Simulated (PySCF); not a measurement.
# MgS: from the state search to spectroscopic constants

One table from this session's results is given with a row withheld; the runs are named, their logs left out.

Program: PySCF 2.14.0. Level of theory: Mg 6-311G(d,p), S 6-311G(d,p), no relativity. These are calculated values, not measurements.

The first run:

The job is set up so:

```yaml
atoms: Mg, S
charge: 0
basis: Mg 6-311G(d,p), S 6-311G(d,p)
Hamiltonian: no relativity
basis_functions: 52
electrons_treated: 28
masses_in_u: 23.9850, 31.9721
levels: PBE0, PBE, r²SCAN, B3LYP, B2PLYP, revPBE, CAM-B3LYP, HF, MP2, SCS-MP2, CCSD, CCSD(T)
grid: 80 radial by 434 angular points
occupations: held fixed by the projection of orbital angular momentum
dissociation_limit: Mg + S, each in its ground configuration
starting_distance_in_angstrom: 2.340
values_of_2S_to_try: 0, 2
```

The run is started by

```console
> OMP_NUM_THREADS=1 python dia.py task.json out
```

Among the steps run: Input; First curve: PBE0; Other states along the same grid; PBE (GGA); r²SCAN (meta-GGA); B3LYP; B2PLYP (double hybrid); revPBE (GGA); CAM-B3LYP; RHF (mean field); Adding correlation.

One of the session's tables, all rows but one given; the rest of the session is left out.

```
      level  Re (Å)  ωe (cm⁻¹)  De (eV)
        RHF   2.148        543    0.304
    RHF-MP2   2.161        553     1.84
RHF-SCS-MP2   2.168        538     1.65
   RHF-CCSD   2.172        514     1.40
RHF-CCSD(T)   2.176        520     1.65
        PBE       ?          ?        ?
     revPBE   2.178        514     2.17
     r²SCAN   2.152        544     2.35
      B3LYP   2.163        522     1.97
       PBE0   2.150        540     2.07
  CAM-B3LYP   2.142        542     1.81
     B2PLYP   2.162        532     1.94
```

Estimate the missing values for PBE.

**Answer.** Re (Å): 2.169; ωe (cm⁻¹): 521; De (eV): 2.35. In the column «Re (Å)» it lies between RHF-SCS-MP2 (2.168) and RHF-CCSD (2.172).

De is counted to Mg + S in their ground configurations.
